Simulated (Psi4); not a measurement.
# One shape, several levels: doublet SF3

Aim: a comparison of 6 runs (U-revPBE/6-311+G**, U-wB97M-V/6-311+G**, UBLYP/6-311+G**, UCAM-B3LYP/6-311+G**, UPBE/6-311+G**, UTPSS/6-311+G**) of doublet SF3. 

Program for the calculation: Psi4 1.11.

4 further runs of the same task are left out: 4 that didn't finish.

### 1 Starting point

SF3: 4 atoms, total charge 0, spin state doublet. As SMILES of the parent species, `F[S+](F)F`. Geometry: relaxed at PBE0-D4/def2-TZVP. That shape belongs to the parent species and isn't relaxed for this state.

Bond lengths: F1–S2 1.503 Å, S2–F3 1.503 Å, S2–F4 1.503 Å. Angles: F1–S2–F3 99.6°, F1–S2–F4 99.6°, F3–S2–F4 99.6°.

### 2 Energy and gradient at U-revPBE/6-311+G(d,p) (run 1)

job.json

```json
{
  "schema_name": "qcschema_input",
  "schema_version": 1,
  "molecule": {
    "schema_name": "qcschema_molecule",
    "schema_version": 2,
    "symbols": ["F", "S", "F", "F"],
    "geometry": [1.17733717, 0.36099438, 2.20674658, 0.81781677, -0.11066236, -0.57020596, -1.03069442, -2.26287145, -0.45088865, -0.96445952, 2.01253943, -1.18565197],
    "molecular_charge": 0,
    "molecular_multiplicity": 2,
    "fix_symmetry": "c1",
    "fix_com": true,
    "fix_orientation": true
  },
  "driver": "gradient",
  "model": {
    "method": "revpbe",
    "basis": "6-311+G**"
  },
  "keywords": {
    "reference": "uks",
    "puream": true,
    "e_convergence": 1e-09,
    "d_convergence": 1e-08,
    "scf_type": "pk",
    "dft_radial_points": 99,
    "dft_spherical_points": 590,
    "maxiter": 100,
    "scf_properties": ["LOWDIN_CHARGES", "QUADRUPOLE", "MULLIKEN_CHARGES"]
  }
}
```

On the command line:

```console
psi4 --qcschema job.json -n 1 --memory 2200MB
```

stdout:

```text
[...]
  Running in c1 symmetry.
[...]
  Nuclear repulsion =  208.144192277426129
[...]
  Multiplicity = 2
[...]
  Nalpha       = 22
  Nbeta        = 21
[...]
    Number of basis functions: 96
[...]
   @UKS iter   1:  -697.35378066832538    5.91348e-01   6.49175e-03 DIIS/ADIIS
[...]
   @UKS iter  18:  -697.44679169819881   -9.09495e-13   2.39274e-09 DIIS
[...]
   @S^2 Observed:                7.528714890E-01
[...]
  @UKS Final Energy:  -697.44679169819881
   => Energetics <=
    Nuclear Repulsion Energy =            208.1441922774261286
    One-Electron Energy =               -1379.3747820759799652
    Two-Electron Energy =                 530.8409575473225459
    DFT Exchange-Correlation Energy =     -57.0571594469674395
    Empirical Dispersion Energy =           0.0000000000000000
    VV10 Nonlocal Energy =                  0.0000000000000000
    Total Energy =                       -697.4467916981988083
[...]
  -Total Gradient:
     Atom            X                  Y                   Z
    ------   -----------------  -----------------  -----------------
       1        0.019654743221     0.006433582347    -0.152172729335
       2       -0.192544878763    -0.033646824575     0.193206429276
       3        0.100394948808     0.102439439445    -0.054953089573
       4        0.072485106949    -0.075132914975     0.014026627139
[...]
```

The result, in JSON:

```text
{
 "driver": "gradient",
 "model": {
  "method": "revpbe",
  "basis": "6-311+G**"
 },
 "success": true,
 "return_result": [0.01965474322136701, 0.00643358234726614, -0.15217272933473774, -0.19254487876274812, -0.033646824574582096, 0.19320642927572604, 0.10039494880802827, 0.10243943944518027, -0.05495308957300506, 0.07248510694914326, -0.07513291497530153, 0.014026627138916975],
 "properties": {
  "calcinfo_nbasis": 96,
  "calcinfo_nmo": 96,
  "calcinfo_nalpha": 22,
  "calcinfo_nbeta": 21,
  "calcinfo_natom": 4,
  "nuclear_repulsion_energy": 208.14419227742613,
  "return_energy": -697.4467916981988,
  "return_gradient": [0.01965474322136701, 0.00643358234726614, -0.15217272933473774, -0.19254487876274812, -0.033646824574582096, 0.19320642927572604, 0.10039494880802827, 0.10243943944518027, -0.05495308957300506, 0.07248510694914326, -0.07513291497530153, 0.014026627138916975],
  "scf_one_electron_energy": -1379.37478207598,
  "scf_two_electron_energy": 530.8409575473225,
  "scf_xc_energy": -57.05715944696744,
  "scf_dipole_moment": [-0.06150469432291317, -0.05202113977744982, 0.10248730971289444],
  "scf_total_energy": -697.4467916981988,
  "scf_total_gradient": [0.01965474322136701, 0.00643358234726614, -0.15217272933473774, -0.19254487876274812, -0.033646824574582096, 0.19320642927572604, 0.10039494880802827, 0.10243943944518027, -0.05495308957300506, 0.07248510694914326, -0.07513291497530153, 0.014026627138916975],
  "scf_iterations": 18
 }
}
```

It took 20 s on 1 thread of Intel Xeon Platinum 8488C (Sapphire Rapids), shared host; peak memory 0.86 GiB.

### 3 The energy at U-wB97M-V/6-311+G(d,p) (run 2)

run.py

```python
import psi4

psi4.set_memory(2200000000)
psi4.set_num_threads(1)
psi4.core.set_output_file('f3s.out', False)

m = psi4.geometry("""
0 2
F
S 1 1.502638
F 2 1.502643 1 99.62632
F 2 1.502646 1 99.62676 3 101.58456
symmetry c1
""")

options = {'basis': '6-311+G**', 'reference': 'uks', 'puream': True, 'e_convergence': 1e-09, 'd_convergence': 1e-08, 'scf_type': 'pk', 'dft_radial_points': 99, 'dft_spherical_points': 590, 'maxiter': 100}
psi4.set_options(options)

e = psi4.energy("WB97M-V", molecule=m)
print(f'total energy {e:.8f} hartree = {e * 27.211386:.5f} eV')
```

On the command line:

```console
python run.py
```

f3s.out:

```text
[...]
  Running in c1 symmetry.
[...]
  Nuclear repulsion =  208.144180087030321
[...]
  Multiplicity = 2
[...]
  Nalpha       = 22
  Nbeta        = 21
[...]
    Number of basis functions: 96
[...]
   @UKS iter   1:  -697.42828749374269    5.38363e-01   5.89313e-03 DIIS/ADIIS
[...]
   @UKS iter  31:  -697.52642329039793   -9.52696e-11   3.28746e-09 DIIS
[...]
   @S^2 Observed:                7.520583474E-01
[...]
  @UKS Final Energy:  -697.52642329039793
   => Energetics <=
    Nuclear Repulsion Energy =            208.1441800870303211
    One-Electron Energy =               -1379.0448508999213573
    Two-Electron Energy =                 516.3198547914713572
    DFT Exchange-Correlation Energy =     -43.1233095297750992
    Empirical Dispersion Energy =           0.0000000000000000
    VV10 Nonlocal Energy =                  0.1777022607969800
    Total Energy =                       -697.5264232903979291
[...]
 Multipole Moments:
 ------------------------------------------------------------------------------------
     Multipole            Electronic (a.u.)      Nuclear  (a.u.)        Total (a.u.)
 ------------------------------------------------------------------------------------
 L = 1.  Multiply by 2.5417464519 to convert [e a0] to [Debye]
 Dipole X            :          0.4519745           -0.5001891           -0.0482146
 Dipole Y            :         -0.4640958            0.4080562           -0.0560396
 Dipole Z            :         -0.3922316            0.3446739           -0.0475577
 Magnitude           :                                                    0.0879023
[...]
```

The script printed:

```text
total energy -697.52642329 hartree = -18980.66075 eV
```

Wall time 2 min (1 thread of Intel Xeon Platinum 8488C (Sapphire Rapids), shared host); peak memory 1.1 GiB.

Runs 3 to 5 aren't shown in full; the table further down has their settings and results.

### 4 Energy and forces at UTPSS/6-311+G(d,p) (run 6)

calc.py

```python
import psi4

psi4.set_memory(2200000000)
psi4.set_num_threads(1)
psi4.set_output_file('f3s.out', False)

mol = psi4.geometry("""
0 2
F      0.623020     0.191030     1.167760
S      0.432770    -0.058560    -0.301740
F     -0.545420    -1.197460    -0.238600
F     -0.510370     1.064990    -0.627420
symmetry c1
no_reorient
no_com
""")

options = {'basis': '6-311+G**', 'reference': 'uks', 'puream': True, 'e_convergence': 1e-09, 'd_convergence': 1e-08, 'scf_type': 'pk', 'dft_radial_points': 99, 'dft_spherical_points': 590, 'maxiter': 100}
psi4.set_options(options)

e_tot, wfn = psi4.gradient("tpss", return_wfn=True)
print('gradient / Eh bohr^-1')
print(e_tot.np.round(6))
print(f'energy = {wfn.energy():.10f} Eh')
```

On the command line:

```console
python calc.py
```

f3s.out:

```text
[...]
  Running in c1 symmetry.
[...]
  Nuclear repulsion =  208.144192226354278
[...]
  Multiplicity = 2
[...]
  Nalpha       = 22
  Nbeta        = 21
[...]
    Number of basis functions: 96
[...]
   @UKS iter   1:  -697.56405777407167    5.83813e-01   6.66408e-03 DIIS/ADIIS
[...]
   @UKS iter  16:  -697.66217943653271   -2.97860e-11   6.94605e-09 DIIS
[...]
   @S^2 Observed:                7.538219105E-01
[...]
  @UKS Final Energy:  -697.66217943653271
   => Energetics <=
    Nuclear Repulsion Energy =            208.1441922263542779
    One-Electron Energy =               -1379.5365820187114423
    Two-Electron Energy =                 531.0214054289033356
    DFT Exchange-Correlation Energy =     -57.2911950730788888
    Empirical Dispersion Energy =           0.0000000000000000
    VV10 Nonlocal Energy =                  0.0000000000000000
    Total Energy =                       -697.6621794365327105
[...]
  -Total Gradient:
     Atom            X                  Y                   Z
    ------   -----------------  -----------------  -----------------
       1        0.022669240957     0.008413671125    -0.146703296002
       2       -0.188709164912    -0.035961743849     0.192306568138
       3        0.097212531496     0.097075760376    -0.056931309708
       4        0.068824018373    -0.069427459753     0.011437209235
[...]
```

The script printed:

```text
gradient / Eh bohr^-1
[[ 0.022669  0.008414 -0.146703]
 [-0.188709 -0.035962  0.192307]
 [ 0.097213  0.097076 -0.056931]
 [ 0.068824 -0.069427  0.011437]]
energy = -697.6621794365 Eh
```

It took 44 s on 1 thread of Intel Xeon Platinum 8488C (Sapphire Rapids), shared host; peak memory 0.96 GiB.

### 5 All runs side by side

```csv
run,level,task,energy (Eh),dipole moment (D),HOMO energy (eV),LUMO energy (eV),wall time
1,U-revPBE/6-311+G**,gradient,-697.446792,0.33,-2.37,-2.24,20 s
2,U-wB97M-V/6-311+G**,energy,-697.526423,0.22,-5.70,0.76,2 min
3,UBLYP/6-311+G**,gradient,-697.607365,0.27,-2.33,-2.22,19 s
4,UCAM-B3LYP/6-311+G**,gradient,-697.566242,0.22,-5.08,-0.12,33 s
5,UPBE/6-311+G**,energy,-697.181311,0.32,-2.43,-2.33,17 s
6,UTPSS/6-311+G**,gradient,-697.662179,0.29,-2.49,-2.19,44 s
```

### 6 Summary of results

| quantity | value |
| --- | --- |
| run 6: total energy | -697.66218 Eh |
| run 6: dipole moment | 0.29 D |
| run 6: HOMO energy (highest over α and β) | -2.49 eV |
| run 6: LUMO energy (lowest over α and β) | -2.19 eV |
| run 6: ⟨S²⟩ | 0.754 |
| run 6: largest force on an atom | 13.978 eV/Å |

**Reading.** The dipole moment (its size) runs from 0.22 D (UCAM-B3LYP/6-311+G**) to 0.33 D (U-revPBE/6-311+G**). Totals of different functionals can't be ranked against each other. All runs together took 4.2 min, the longest 2 min.
